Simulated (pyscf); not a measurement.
Thermochemistry of product channels of H₂Al–PH₂ + H₂O on the singlet surface, in kcal/mol, from ωB97M-D3(BJ)/def2-TZVP energies (ideal gas, 1 atm, RRHO with modes under 100 cm⁻¹ raised to 100, one conformer, R ln 2 for chiral ones without a mode under 150 cm⁻¹). Structures and frequencies: ωB97X-D3(BJ)/def2-SVP in PySCF.

| products | ΔE | ΔH(298 K) | ΔG(298 K) | ΔG(1200 K) |
|---|---|---|---|---|
| HO–AlH–PH₂ + H₂ | -29.4 | -31.6 | -29.7 | -26.6 |
| HO–PH–AlH₂ + H₂ | ? | +4.0 | +6.9 | ? |

Q: Some entries are withheld; supply them.

A: 
- HO–PH–AlH₂ + H₂, ΔE: +6.5
- HO–PH–AlH₂ + H₂, ΔG(1200 K): +13.4

These are energies of the channels, which say nothing of barriers.
